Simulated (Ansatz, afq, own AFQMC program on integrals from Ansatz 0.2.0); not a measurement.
Two steps: Ansatz 0.2.0 writes the Fock matrix and Cholesky factors of the valence space, and afq projects on them the lowest state that overlaps trial and start.

```yaml
crystal:
  periodic: [false, false, false]
  atoms:
    - {symbol: B, position_ang: [0.000000, 0.000000, 1.368886]}
    - {symbol: Al, position_ang: [0.000000, 0.000000, -0.689391]}
    - {symbol: H, position_ang: [0.000000, 1.077612, 1.885924]}
    - {symbol: H, position_ang: [0.000000, -1.077612, 1.885924]}
basis:
  gaussian: {orbitals: cc-pVDZ}
magnetization: {spin_polarized: true, initial_magnetization: 2}
correlation: {method: ccsd_t, electrons: outside_noble_gas, hamiltonian_folder: ham}
```

```sh
$ ansatz run in.yaml --threads 1 --pin off --events-out ev --progress --plain --max-ram 1382MiB
```

afq runs on the folder ham with

```
--method free --trial cisd --walkers 60 --time-step 0.03 --max-blocks 80 --target-error 0.00034 --factor-cut 1e-05 --seed 4913 --times 0,0.3,0.6,1.2,1.8,2.4,3.6,4.8,6 --taylor-order 8
```

Times are imaginary, in 1/Eh. The walk had a cap of 932 s.

Log:

```
orbitals 36  electrons 5 3  factors 274 of 399
reference energy -267.67581076 Eh
CCSD correlation -0.15449666 Eh in 12 cycles, weight of the determinant in the CISD state 0.8858
repeat  energy at the last time / Eh  error
    10  -267.836752  0.001339
    20  -267.837261  0.000943
    30  -267.836189  0.000700
    40  -267.836769  0.000634
    50  -267.836305  0.000523
    60  -267.836340  0.000485
    70  -267.836215  0.000424
    80  -267.836618  0.000427
time / (1/Eh)  energy / Eh  error  mean overlap
  0.00  -267.830285  0.000086  1.1285
  0.30  -267.833078  0.000112  1.1287
  0.60  -267.834543  0.000131  1.1253
  1.20  -267.836117  0.000161  1.1140
  1.80  -267.836439  0.000197  1.1373
  2.40  -267.836919  0.000203  1.1465
  3.60  -267.837340  0.000295  1.1322
  4.80  -267.837613  0.000395  1.1143
  6.00  -267.836618  0.000427  1.1580
energy -267.836618 +/- 0.000427 Eh
```

The run passed its tests (error under three times the target), which doesn't prove that it has relaxed.

Against this walk (error 11.6 meV) on the same determinant: CCSD(T) 26.5 meV higher, CCSDT(Q) 18.0 meV lower (within the noise). The error is statistical, and a free projection of finite length keeps a remainder of its start. The last points scatter (meV from the last: 5 ± 5 at 1.80, -8 ± 6 at 2.40, -20 ± 8 at 3.60, -27 ± 11 at 4.80, 0 ± 12 at 6.00); the last is the one printed as the energy, and the gaps above move with that scatter.

Cautions: remainder of the start not in the error; error above the target (11.6 against 9.3 meV); lower spins were not checked.

The walk took 4.2 min on 1 thread of Arm Neoverse V2, with other jobs on the host. The log's last line is the free-projection energy.

CCSDT and higher add their correlation energy to the determinant of the CCSD(T) run, since their own runs factorise the integrals more tightly (a shift of under 2 meV). A walk keeps the symmetry of its determinant, which the program's search chose and which needn't be the lowest solution, so a lower state of the same spin and another symmetry isn't excluded.
